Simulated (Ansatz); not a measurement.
Job for Ansatz (a first-principles code): R-RI-MP2/aug-cc-pVTZ on CH5N (SMILES CN) with ghost functions. Files ending in .json are basis or fitting sets from the Basis Set Exchange.

Ansatz 0.2 input:
```yaml
crystal:
  periodic: [false, false, false]
  atoms:
    - {symbol: N, position_ang: [-0.80436863, -0.69219687, -0.35724871]}
    - {symbol: H, position_ang: [-0.90005563, -1.66102787, -0.08139571]}
    - {symbol: H, position_ang: [-1.39350863, -0.57876187, -1.17200871]}
    - {symbol: C, position_ang: [-1.28781363, 0.17588313, 0.72312829]}
    - {symbol: H, position_ang: [-1.18366463, 1.21294913, 0.41527629]}
    - {symbol: H, position_ang: [-2.32564163, 0.00247913, 1.01425929]}
    - {symbol: H, position_ang: [-0.65592763, 0.03619813, 1.59636929]}
basis:
  gaussian:
    orbitals: aug-cc-pVTZ
    fitting: {mean_field: def2-universal-JKFIT, correlation: aug-cc-pVTZ-RIFIT.json}
    ghost_atoms:
      - {symbol: O, position_ang: [1.85803137, 0.51852113, -0.25348871]}
      - {symbol: H, position_ang: [1.04051437, 0.02224913, -0.42664171]}
      - {symbol: H, position_ang: [2.43993337, 0.26002313, -0.96923471]}
magnetization: {spin_polarized: false}
correlation: {method: mp2, electrons: outside_noble_gas}
scf: {lower_state_search: off}
```

The log:

```
WARN ansatz: RAYON_NUM_THREADS=1 ignored (pool sized by the plan → 1); use --threads N
Functional definition: HF
these checks for a lower state are left out or cut short: stability, starts, cluster_reference, orbital_swaps, neighbouring_geometries, increment
integrals: 0.28 GiB planned
355 factors; integrals over basis functions are off by at most 9.5e-1 eV
mean field: 0.47 GiB planned
mean field evaluation 1: about -2589.6055 eV, gradient 3.3e1 eV
mean field evaluation 2: about -2591.4449 eV, gradient 1.7e1 eV
mean field evaluation 4: about -2592.0328 eV, gradient 6.1e-1 eV
mean field -2592.03427872 eV, -95.2555027992 hartree, gradient 3.0e-6 eV, S^2 0.000000; 0 other end points of the search recorded, 0 dependent functions left out
2 core orbitals not correlated
640 factors; their error is unknown
reference -2592.03427872 eV, -95.2555027992 hartree; 7, 7 occupied and 290, 290 virtual orbitals, 640 factors
second order -11.21190865 eV of doubles, -0.00000000 eV of singles
Total energy: -2603.24618738 eV, -95.6675328424 hartree
Checks for a lower state left out: stability, starts, cluster_reference, orbital_swaps, neighbouring_geometries, increment
```

The run converged.

Cost: around 1.9 core-seconds (rough).
